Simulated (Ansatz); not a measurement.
Zinc-blende InSb was calculated with PBE0 (Ansatz, a program for electronic structure, PAW).

Total energies, extrapolated to zero smearing (they compare only within this program, potentials and cutoff):

```tsv
system	energy (eV/atom)
zinc-blende InSb, relaxed	-6044.6943
body-centred tetragonal In	-5600.9774
rhombohedral A7 Sb	-6487.9132
```

Problem. Work out the formation enthalpy per atom.

Solution. ΔH_f ≈ ΔE = -6044.6943 − [1 × (-5600.9774) + 1 × (-6487.9132)]/2 = -0.249 eV/atom (0 K, no vibrations). The reference value is -0.16 eV/atom (measured, 298 K, no zero-point or thermal correction; as tabulated in Zhang et al. (2018), doi:10.1038/s41524-018-0065-z), a difference of -0.089 eV/atom.

Spin–orbit coupling is left out; its size isn't shown.

The PAW data were made under PBE.
